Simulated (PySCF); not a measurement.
# Shieldings and the share of exact exchange

Molecule: `C[C@H](C#C)N`, C$_{4}$H$_{7}$N.

Bonds (- single, = double, # triple, : aromatic): C1#C2 1.211 Å, C2-C3 1.467 Å, C3-C4 1.527 Å, C3-N5 1.457 Å. C1 carries H6; C3 carries H7; C4 carries H8, H9, H10; N5 carries H11, H12. Stereochemistry as in C#C[C@@H](C)N.

GIAO shieldings (ppm, equivalent atoms averaged) in PySCF 2.14 on the PBE0-D3(BJ)/def2-SVP geometry, basis pcSseg-2, gas phase, non-relativistic:

```csv
functional,exact exchange (%),σ(C2),σ(C3)
BLYP,0,82.6,128.0
BP86,0,86.4,133.1
PBE,0,85.8,133.4
B3LYP,20,86.1,134.5
PBE0,25,90.2,140.9
BHandHLYP,50,91.4,142.8
HF,100,101.3,155.0
```

Question: Fit each shielding as a line in the percentage of exact exchange.

Answer: σ(C2) = 84.6 + 0.16 x (rms 1.5 ppm); σ(C3) = 131.7 + 0.23 x (rms 2.2 ppm). The functionals also differ in their semilocal parts, which the line can't hold; Hartree–Fock has no correlation at all.

Question: What does the line predict for mPW1PW91 (25 %), and what does the run give?

Answer: σ(C2): 88.6 predicted, 90.0 computed; σ(C3): 137.4 predicted, 140.1 computed ppm.
